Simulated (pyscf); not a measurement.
PySCF, gas phase, ωB97X-D3(BJ)/def2-SVP geometries.

Q: Estimate by transition-state theory (the high-pressure limit) the rate constant of HO–SiH₂–OH (SMILES O[SiH2]O) → O=SiH–OH (SMILES O=[SiH]O) + H₂ (SMILES [H][H]) (singlet surface; H–O, H–Si broken, H–H formed) at 600 K, with ωB97M-D3(BJ)/def2-TZVP energies (ideal gas, 1 atm, RRHO with modes under 100 cm⁻¹ raised to 100, one conformer, R ln 2 for chiral ones without a mode under 150 cm⁻¹; no tunnelling).

A: The electronic barrier is 61.2 kcal/mol and the thermal terms add -2.8, so ΔG‡ = 58.4 kcal/mol. With k_BT/h = 1.25e+13 s⁻¹ and RT = 1.192 kcal/mol, k = 6.4e-09 s⁻¹; so small a molecule is far into fall-off at 1 atm, where the true rate is lower. Wigner's tunnelling factor for 1388i cm⁻¹ would be 1.46, likely too low at so high a frequency. A shift of 1 kcal/mol in the barrier changes k by a factor 2.3. On the reactant side the descent ends in a point that may be a rotor saddle (no frequency run), 1.2 kcal/mol over the lowest minimum found and 61.3 kcal/mol under the saddle at ωB97X-D3(BJ)/def2-TZVP. At the saddle there is also a short H–Si contact that neither side keeps. O=SiH–OH lies 9.8 kcal/mol over its isomer HO–Si:–OH [singlet] (electronic energy, ωB97M-D3(BJ)/def2-TZVP). One saddle was located; it need not be the lowest between these sides.
